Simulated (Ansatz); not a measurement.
Computed with Ansatz on PBE0-D4/def2-TZVP structures; ΔE is electronic, products minus reactants. CCSD(T)/CBS adds triple-zeta CCSD(T) − MP2 to the extrapolated MP2 energy (def2 sets, frozen cores). This one scheme is used for every species. DFT in def2-TZVPP. One conformer a species, not always the lowest.

Reaction (substitution at a C–S bond): `C=NCS` + H–F → `C=NCF` + H₂S

CCSD(T)/CBS gives +3.8 kcal/mol.

Question: Another level gave +2.0 kcal/mol. Which?
A. BHLYP/def2-TZVPP
B. PBE0-D4/def2-TZVPP
C. revPBE-D4/def2-TZVPP
D. PBE/def2-TZVPP

Answer: B. PBE0-D4 2.0, BHLYP -1.5, PBE 0.6, revPBE-D4 3.1 kcal/mol.

Largest T1 diagnostic among the species: 0.012.

Leaving LDA and LC-ωPBE aside and taking each functional with its dispersion term where it has one, the values, not all of them listed here, spread over 4.0 kcal/mol, from CAM-B3LYP-D4 to revPBE-D4. From r2SCAN to r2SCAN0 (25 % exact exchange), in def2-TZVPP and without D4, ΔE moves by +0.7 kcal/mol. In def2-TZVPP, CCSD(T) changes the Hartree–Fock value by +5.5 kcal/mol (the triples alone add +0.8 kcal/mol) and MP2 by +8.5 kcal/mol.
